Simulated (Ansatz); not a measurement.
**HN–OH, doublet: reading a ladder of total energies**

Geometry: a point of a stretch scan, not a stationary point.

```xyz
4

N     0.0000   -0.1571    0.6217
O     0.0000    0.1340   -0.5476
H     0.0000    0.7712    1.0587
H     0.0000   -0.7149   -1.0055
```

Basis cc-pVDZ; Ansatz 0.2.0. Only valence electrons are correlated (noble-gas cores frozen), which leaves 13 electrons in 36 orbitals. Prefix R: restricted or restricted open-shell reference; prefix U: unrestricted.

Full CI isn't at hand for all of this; UCCSDT(Q) serves as the reference, and is uncertain by about the last step of the cluster series.

Runs differ by some tens of microhartree through their thresholds and, for an open shell, their frozen cores, so steps under 0.03 kcal/mol mean nothing.

```csv
level,total energy (hartree)
UHF,-130.374876
UMP2,-130.701284
UCCSD,-130.721809
UCCSD(T),-130.729050
UCCSDT,-130.729443
UCCSDT(Q),-130.730200
```

Problem. What is the correlation energy at UCCSDT(Q), and what share of it do UMP2 and UCCSD(T) recover?

Solution. E(corr) = -130.730200 − (-130.374876) = -0.355324 hartree = -9.669 eV. UMP2: -0.326408 / -0.355324 = 91.86 %. UCCSD(T): -0.354174 / -0.355324 = 99.68 %.

Problem. By how many kcal/mol does UCCSD(T) miss UCCSDT(Q) (1 hartree = 627.509 kcal/mol), and which steps make up the rest?

Solution. -130.729050 − (-130.730200) = 0.001150 hartree = 0.72 kcal/mol. Steps: UCCSDT − UCCSD(T) = -0.25, UCCSDT(Q) − UCCSDT = -0.48 kcal/mol. That is within 1 kcal/mol of the reference in this basis, which itself misses far more of the correlation at the basis-set limit.
